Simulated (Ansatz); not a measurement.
Job for Ansatz (a quantum-chemistry and plane-wave program): R-r2SCAN/def2-TZVPP on difluoromethane (SMILES FCF), atoms moved off the minimum.

Ansatz 0.2 input:
```yaml
crystal:
  periodic: [false, false, false]
  atoms:
    - {symbol: F, position_ang: [-1.08197554, -0.43348887, -0.04102897]}
    - {symbol: C, position_ang: [-0.05540864, 0.45348092, 0.14466765]}
    - {symbol: F, position_ang: [1.18088528, -0.14722654, -0.01333303]}
    - {symbol: H, position_ang: [-0.04864264, 1.03362326, 1.00896451]}
    - {symbol: H, position_ang: [-0.11373766, 1.18097879, -0.81781620]}
basis:
  gaussian:
    orbitals: def2-TZVPP
hamiltonian:
  xc: {name: r2SCAN}
scf: {lower_state_search: off}
output: {forces: true}
```

### Question
Give the final energy of this run.

### Answer
-238.9709 hartree.
